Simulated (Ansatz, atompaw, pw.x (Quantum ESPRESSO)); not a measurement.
**pw.x on fcc Ca: one setting changed**

Potential: PAW, atompaw 4.2.0.5, PBEsol; core [Ne], reference 3s2 3p6 3d0 4s2 4p0; waves: 3s (bound): rc 1.65 bohr; 4s (bound): rc 2.70 bohr; 3p (bound): rc 1.90 bohr; 4p (bound, empty): rc 2.60 bohr; 3d (bound, empty): rc 2.70 bohr; 3d channel at 0.2 Ry: rc 2.70 bohr; local part: ultrasoft scheme with l = 3 at 0 Ry, radius 2.26 bohr; core correction: smooth core density matched at 2.30 bohr; augmentation: gaussian compensation charge, radius 2.20 bohr; PAW radius 2.70 bohr; waves and projectors: custom rrkj vanderbiltortho.

The reference run (k-mesh 10³, cutoffs 45/450 Ry, Fermi–Dirac 0.01 Ry, mixing_beta 0.4, conv_thr 1e-9, no spin) gives -0.06 GPa at 40.694 Å³/atom, where all-electron LAPW gives -0.02 GPa. This run, with its own iteration cap, changes mixing_ndim to 16.

```
&control
  calculation='scf', prefix='x', pseudo_dir='./', outdir='./tmp', tstress=.true., disk_io='none'
/
&system
  ibrav=0, nat=1, ntyp=1, ecutwfc=45, ecutrho=450, nbnd=12,
  occupations='smearing', smearing='fd', degauss=0.01
/
&electrons
  conv_thr=1e-09, mixing_beta=0.4, electron_maxstep=60, mixing_ndim=16
/
ATOMIC_SPECIES
Ca 1.0 Ca.UPF
CELL_PARAMETERS angstrom
  0.00000000 2.73002607 2.73002607
  2.73002607 0.00000000 2.73002607
  2.73002607 2.73002607 0.00000000
ATOMIC_POSITIONS crystal
Ca 0.0000 0.0000 0.0000
K_POINTS automatic
10 10 10 0 0 0
```

```bash
pw.x < Ca.scf.in > Ca.scf.out
```

**Question.** How does the run end?

**Answer.** It converges in 11 iterations; the free energy moves by +0.0 meV/atom and the pressure by +0.00 GPa. The result is that of the reference run.

```
Message from routine setup:
     using ibrav=0 with symmetry is DISCOURAGED, use correct ibrav instead
     lattice parameter (alat)  =       7.2959  a.u.
     unit-cell volume          =     274.6167 (a.u.)^3
     number of electrons       =        10.00
     number of Kohn-Sham states=           12
     kinetic-energy cutoff     =      45.0000  Ry
     charge density cutoff     =     450.0000  Ry
     scf convergence threshold =      1.0E-09
     Exchange-correlation= SLA PW PSX PSC
     number of k points=    47  Fermi-Dirac smearing, width (Ry)=  0.0100
     iteration #  1     ecut=    45.00 Ry     beta= 0.40
     total energy              =    -131.77900542 Ry
     estimated scf accuracy    <       0.06712797 Ry
     iteration #  2     ecut=    45.00 Ry     beta= 0.40
     total energy              =    -131.78010499 Ry
     estimated scf accuracy    <       0.00633126 Ry
     iteration #  3     ecut=    45.00 Ry     beta= 0.40
     total energy              =    -131.78545949 Ry
     estimated scf accuracy    <       0.00256573 Ry
     [... 5 iterations left out ...]
     iteration #  9     ecut=    45.00 Ry     beta= 0.40
     total energy              =    -131.78808320 Ry
     estimated scf accuracy    <       0.00000015 Ry
     iteration # 10     ecut=    45.00 Ry     beta= 0.40
     total energy              =    -131.78808321 Ry
     estimated scf accuracy    <       0.00000014 Ry
     iteration # 11     ecut=    45.00 Ry     beta= 0.40
     the Fermi energy is     5.1464 ev
!    total energy              =    -131.78808322 Ry
     estimated scf accuracy    <          6.4E-11 Ry
     smearing contrib. (-TS)   =      -0.00530514 Ry
     convergence has been achieved in  11 iterations
          total   stress  (Ry/bohr**3)                   (kbar)     P=       -0.55
     Message from routine punch:
     Nothing written, as per user request (disk_io='none')
```

The run took about 23 s on one core of a shared server CPU.
